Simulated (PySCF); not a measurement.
An unknown is described by computed data only.

Formula: CHP.

| Quantity | Value |
| --- | --- |
| UV, strongest line | among the 10 lowest singlet transitions: S6 at 7.99 eV (155 nm, f = 0.552) [TDDFT wB97X-D/def2-SVPD] |
| NMR, other nuclei | isotropic shieldings of nuclei other than C and H, by class: 295 (1 P) ppm [GIAO CAM-B3LYP/pcSseg-2] |
| 13C NMR | chemical shifts (computed TMS as zero) by class: 175.4 (1 C) ppm [GIAO CAM-B3LYP/pcSseg-2] |
| Dipole | 0.45 D [wB97X-D/def2-SVPD] |
| Polarisability | 33.8 au [wB97X-D/def2-SVPD] |
| Rotational structure | rotational constant B (linear): 20.005 GHz [PBE0-D3(BJ)/def2-SVP] |
| 1H NMR | chemical shifts (computed TMS as zero) by class: 2.04 (1 H) ppm [GIAO CAM-B3LYP/pcSseg-2] |
| Valence photoelectron | vertical ionisation energy: 10.74 eV [ΔSCF wB97X-D/def2-SVPD] |
| UV, first state | lowest singlet excitation: 4.45 eV (278 nm, f = 0.000) [TDDFT wB97X-D/def2-SVPD] |
| Triplet | lowest triplet excitation (Tamm–Dancoff): 3.46 eV [TDA wB97X-D/def2-SVPD] |

Gas-phase values; electronic properties from PySCF, density fitting. Levels stand in brackets. Isolated species at its PBE0-D3(BJ)/def2-SVP geometry, gas phase. NMR values are class means; diastereotopic atoms form classes of their own.

Q: Give a SMILES that accounts for the data.

A: The one carbon: triply bonded carbon (175.4 ppm). The one hydrogen (2.04 ppm): hydrogen on carbon. The other shieldings belong to: 295 ppm, phosphorus bonded to C. The optimised geometry has point group C∞v and is a linear rotor. Structure: phosphaethyne (`P#C`).
